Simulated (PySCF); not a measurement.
Compound: C3H6O2S.
Geometry (GFN2-xTB, Å), atoms numbered from 1 in this order:
```
atom  x, y, z in Å
C1     1.755   -0.800   -0.338
O2     0.409   -0.610    0.053
C3    -0.100    0.610   -0.051
S4     0.703    1.902   -0.627
C5    -1.545    0.686    0.377
O6    -1.983   -0.396    1.142
H7     1.979   -1.849   -0.156
H8     1.883   -0.556   -1.395
H9     2.416   -0.158    0.250
H10   -1.694    1.586    0.980
H11   -2.150    0.799   -0.540
H12   -1.670   -1.215    0.739
```

Mayer bond orders were computed from the PBE0/pcSseg-1 density (PySCF). Geometry: GFN2-xTB, one conformer, isolated molecule.

The orders 0.86, 0.94, 1.14, 1.75 belong to the bonds C1–O2, O2–C3, C3–S4, C3–C5, in another order. Match them.

C1–O2 0.86; C3–C5 0.94; O2–C3 1.14; C3–S4 1.75.

Set the orders of all bonds between heavy atoms beside their lengths and the difference of the IAO charges at their ends.

```tsv
bond	Mayer order	length (Å)	q(first) − q(second) (e)
C3–S4	1.752	1.627	+0.307
O2–C3	1.135	1.325	-0.397
C5–O6	0.990	1.396	+0.473
C3–C5	0.938	1.509	+0.185
C1–O2	0.857	1.415	+0.064
```

For a closed shell the Mayer order of atoms A and B is Σ (PS)μν (PS)νμ over the basis functions μ on A and ν on B, with P the density and S the overlap matrix.
